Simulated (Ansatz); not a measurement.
Isolated molecules relaxed with PBE0-D4/def2-TZVP in Ansatz; ΔE leaves out vibrations. CCSD(T)/CBS is the MP2 limit (def2-TZVPP, def2-QZVPP) plus CCSD(T) − MP2 in def2-TZVPP, frozen cores. This one scheme is used for every species. Functionals use def2-TZVPP. B3LYP here is the variant with VWN-RPA as its local correlation; programs differ in this. HSE06 is defined as in plane-wave codes. No spin–orbit coupling; open shells (•) take unrestricted orbitals. Each species was taken in one conformer, which may not be the lowest.

`O[SiH2]F` + `[CH3]`• → `O[SiH]F`• + CH₄  (hydrogen abstraction from the Si–H bond)

`O[SiH2]F`:

```xyz
6

O    -0.605    1.119    0.041
Si    0.203   -0.276   -0.193
F    -0.721   -1.535    0.138
H    -0.801    1.399    0.936
H     0.546   -0.322   -1.626
H     1.377   -0.385    0.704
```

`[CH3]`•:

Z-matrix (Å, degrees):
```
C
H 1 1.080
H 1 1.080 2 120.0
H 1 1.080 2 120.0 3 180.0
```

`O[SiH]F`•:

Z-matrix (Å, degrees):
```
Si
O 1 1.636
F 1 1.603 2 110.5
H 1 1.490 2 105.3 3 -115.9
H 2 0.959 1 119.2 3 -64.0
```

CH₄:

```xyz
5

C     0.000    0.000    0.000
H    -1.056   -0.215   -0.161
H     0.501    0.100   -0.963
H     0.455   -0.814    0.563
H     0.100    0.929    0.560
```

Q: Is it downhill or uphill in electronic energy at CCSD(T)/CBS, and by how much? (Estimate.)

A: The calculation gave: Downhill: ΔE = -47.6 kJ/mol.

Q: What do these levels give: PBE0-D4, B2PLYP, B3LYP, HSE06, HF/CBS(def2), CCSD/CBS(def2)? (Best estimate.)

A: Computed: PBE0-D4 -61.0, B2PLYP -52.5, B3LYP -55.7, HSE06 -61.5, HF/CBS(def2) -18.5, CCSD/CBS(def2) -43.1 kJ/mol.

Q: What do rigid-rotor, harmonic-oscillator terms from PBE0-D4/def2-TZVP frequencies (298.15 K, 1 bar) make of the CCSD(T)/CBS value? (An estimate is asked.)

A: Computed: ΔZPE = +13.6 kJ/mol, ΔH = -34.7 kJ/mol, ΔS = -4 J/(mol·K), ΔG = -33.5 kJ/mol. Open shells count their whole term as degenerate.

Largest T1 diagnostic among the species: 0.014.

From r2SCAN to r2SCAN0 (25 % exact exchange), in def2-TZVPP and without D4, ΔE moves by +5.4 kJ/mol. Leaving LDA and LC-ωPBE aside and taking each functional with its dispersion term where it has one, the values, not all of them listed here, spread over 31.6 kJ/mol, from PBE-D4 to BHLYP-D4. LDA lies −15.4 kJ/mol from PBE without D4. In def2-TZVPP, CCSD(T) changes the Hartree–Fock value by −29.0 kJ/mol (the triples alone add −4.6 kJ/mol) and MP2 by −37.3 kJ/mol.
